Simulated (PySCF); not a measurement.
C₂H₅, SMILES [CH2]C, multiplicity 2. Atoms are numbered in the order given.

```xyz
7

C      0.7908    -0.0183     0.0000
C     -0.6906    -0.0020     0.0000
H      1.3479     0.0404    -0.9265
H      1.3479     0.0404     0.9265
H     -1.0896     1.0247     0.0000
H     -1.1038    -0.4919    -0.8857
H     -1.1038    -0.4919     0.8857
```
Charge 0, spin multiplicity 2.

Coordinates come from a r2SCAN-D4/def2-TZVP optimisation. The isomer is the one that the SMILES or the coordinates give; other isomers of the formula were not compared.

The numbers are results of PBE/pcH-1 in PySCF, not measurements.

Unrestricted Kohn–Sham, ⟨S²⟩ = 0.753. Hyperfine tensors hold the contact and dipolar terms, without spin-orbit corrections.

Task: Estimate the hyperfine couplings. (An estimate is asked for; the answer gives what the named calculation found.)

Result: 
```json
[
 {"nucleus": "13C no. 1", "A(iso) (MHz)": "81.4", "A(iso) (G)": "29.0", "dipolar principal values (MHz)": "-81.3, -80.7, 162.1"},
 {"nucleus": "13C no. 2", "A(iso) (MHz)": "-33.5", "A(iso) (G)": "-11.9", "dipolar principal values (MHz)": "-3.0, 0.9, 2.1"},
 {"nucleus": "1H no. 3", "A(iso) (MHz)": "-61.6", "A(iso) (G)": "-22.0", "dipolar principal values (MHz)": "-38.2, -0.1, 38.4"},
 {"nucleus": "1H no. 4", "A(iso) (MHz)": "-61.6", "A(iso) (G)": "-22.0", "dipolar principal values (MHz)": "-38.2, -0.1, 38.4"},
 {"nucleus": "1H no. 5", "A(iso) (MHz)": "163.7", "A(iso) (G)": "58.4", "dipolar principal values (MHz)": "-5.8, -3.1, 8.9"},
 {"nucleus": "1H no. 6", "A(iso) (MHz)": "39.8", "A(iso) (G)": "14.2", "dipolar principal values (MHz)": "-4.6, -4.3, 8.9"},
 {"nucleus": "1H no. 7", "A(iso) (MHz)": "39.8", "A(iso) (G)": "14.2", "dipolar principal values (MHz)": "-4.6, -4.3, 8.9"}
]
```

Task: And the g tensor (effective nuclear charges for spin-orbit coupling, GIAO)? (An estimate is asked for; the answer gives what the named calculation found.)

Result: principal values 2.0022, 2.0029, 2.0031; isotropic 2.0027.
